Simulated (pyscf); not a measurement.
Structures and frequencies: ωB97X-D3(BJ)/def2-SVP in PySCF.

Q: For F–SiH₂–F (SMILES F[SiH2]F) + F–F (SMILES FF) → F–SiH(F)–F (SMILES F[SiH](F)F) + HF (SMILES F), a four-centre exchange (singlet surface; H–Si, F–F broken, F–Si, F–H formed), PBE/def2-TZVP gives ΔE‡ = -6.1 kcal/mol and ΔE = -154.8 kcal/mol (zero: the separated reactants). In which direction and how far do B3LYP-D3(BJ)/def2-TZVP, PBE0-D3(BJ)/def2-TZVP, ωB97M-D3(BJ)/def2-TZVP move these?

A: B3LYP-D3(BJ): ΔE‡ = 7.7 kcal/mol, ΔE = -160.9 kcal/mol; PBE0-D3(BJ): ΔE‡ = 10.5 kcal/mol, ΔE = -162.3 kcal/mol; ωB97M-D3(BJ): ΔE‡ = 19.8 kcal/mol, ΔE = -163.4 kcal/mol. PBE's barrier lies under all of them, by 13.9 to 25.9 kcal/mol. Its reaction energy lies over all of them, by 6.1 to 8.6 kcal/mol. Low barriers are usual for a GGA, whose delocalisation error favours stretched bonds. At PBE this geometry lies under the reactants; that is no barrier but a single point on another level's saddle; such a level's own saddle, if it has one, lies nearer that side and is low. At the saddle there is also a short F–Si contact that neither side keeps. This is the saddle that the search found; another between the same sides may lie lower. A restricted solution here is unstable towards spin polarisation, so biradical character is likely and single-reference numbers are less safe.
